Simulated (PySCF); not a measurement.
ammonia (H3N), SMILES N. Heavy atoms are numbered as in [NH3:1]. Hydrogens are named by the atom that carries them.

Geometry optimised at PBE0-D3(BJ)/def2-TZVPD.

Computed with PBE/pcSseg-2 (PySCF).

GIAO shieldings, no solvent; atoms alike by connectivity are averaged. δ = σ(ref) − σ: ¹⁵N against NH3 (σ = 262.8 ppm); ¹H against TMS (σ = 31.47 ppm), references at their B3LYP-D3(BJ)/def2-TZVP geometries, non-relativistic.

**Question.** Estimate the chemical shifts. (An estimate is asked for; the answer gives what the named calculation found.)

**Answer.** 
```tsv
nucleus	atoms	count	δ (ppm)
¹⁵N	N1 (NH3)	1	-0.3
¹H	H on N1	3	-0.26
```
